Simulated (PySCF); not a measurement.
**CCl₄, singlet: molecular constants**

These are results of B3LYP in PySCF with C def2-TZVP, Cl def2-TZVP; no relativity; density-fitted integrals, not measurements.

The structure is a minimum.

```xyz
5
charge 0 multiplicity 1, angstrom
C     0.0000    0.0000    0.0000
Cl   -1.0283   -1.0283    1.0283
Cl    1.0283   -1.0283   -1.0283
Cl   -1.0283    1.0283   -1.0283
Cl    1.0283    1.0283    1.0283
```

- Point group: Td
- Bond lengths: C–Cl 1.781 Å (×4)
- Bond angles: Cl–C–Cl 109.5° (×6)
- Dipole moment: 0.00 D
- Atomisation energy without zero-point energy: 1242 kJ/mol
- Heat capacity Cp at 298.15 K: 84.4 J/(mol K)
- Lowest empty level: -1.92 eV
- Zero-point energy: 24.1 kJ/mol
- Rotational constants: 0.05699, 0.05699, 0.05699 cm⁻¹
- Rotational symmetry number: 12
- Principal polarisabilities: 60.7, 60.7, 60.7 bohr³
- Principal quadrupole moments (Buckingham, traceless) about the centre of mass: 0.00, 0.00, 0.00 D Å
- Highest occupied level: -8.80 eV
- Entropy at 298.15 K and 1 bar: 310.7 J/(mol K)
- Enthalpy at 298.15 K above 0 K: 17.40 kJ/mol

Harmonic modes (masses in u: C 12.000, Cl 34.969):
```json
{"symmetry": "e", "ω (cm⁻¹)": "215", "IR (km/mol, summed over degenerate members)": "0.0", "μ (u)": "34.97"}
{"symmetry": "t2", "ω (cm⁻¹)": "311", "IR (km/mol, summed over degenerate members)": "1.2", "μ (u)": "32.43"}
{"symmetry": "a1", "ω (cm⁻¹)": "451", "IR (km/mol, summed over degenerate members)": "0.0", "μ (u)": "34.97"}
{"symmetry": "t2", "ω (cm⁻¹)": "741", "IR (km/mol, summed over degenerate members)": "510", "μ (u)": "13.03"}
```

In Td the vibrations span e + 2t2 + a1. The a1, e modes carry no infrared intensity, as symmetry demands.

Charges (e):
```json
{"atom": "C1", "Mulliken": "0.12", "Löwdin": "-1.37", "polar tensor": "1.34", "Mayer order to C1": "–"}
{"atom": "Cl2,3,4,5", "Mulliken": "-0.03", "Löwdin": "0.34", "polar tensor": "-0.34", "Mayer order to C1": "1.15"}
```

Mulliken populations on C1: s 3.18, p 2.42, d 0.27, f 0.01.

Counting electrons, carbon keeps none of its valence electrons outside its bonds, so the VSEPR class is AX4 and the expected shape is tetrahedral (Td), as computed.

The final relaxation and frequency run took 41 s on 4 threads of a shared Arm Neoverse V1 host, with 179 basis functions and 6 gradients; the process peaked at 2 GiB. Launch command: `OMP_NUM_THREADS=4 python axn.py task.json out`.
